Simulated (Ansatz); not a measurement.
Mulliken charges of ClFHSi (`F[SiH]Cl`) radical from ωB97M-V/def2-TZVPP in Ansatz (PBE0-D4/def2-TZVP geometry).

| atom | x (Å) | y (Å) | z (Å) | charge (e) |
| --- | --- | --- | --- | --- |
| F1 | -1.028 | -0.370 | 1.083 | -0.277 |
| Si2 | -0.252 | -0.252 | -0.306 | 0.474 |
| Cl3 | 1.746 | -0.508 | 0.042 | -0.184 |
| H4 | -0.466 | 1.131 | -0.819 | -0.013 |

By hand: the dipole of these point charges (1 e Å = 4.8032 D).

Σ q r = (-0.150, 0.062, -0.442) e Å, of length 0.471 e Å = 2.26 D.

How does the dipole of the full density compare? (Estimate.)

The calculation gave: (-0.080, 0.048, -0.241) e Å, 1.24 D; the point charges give 1.82 times that, at 3° from its direction.

Point charges leave out the atoms' own dipoles, such as those of lone pairs, and Mulliken's split depends on the basis, so the two needn't agree.
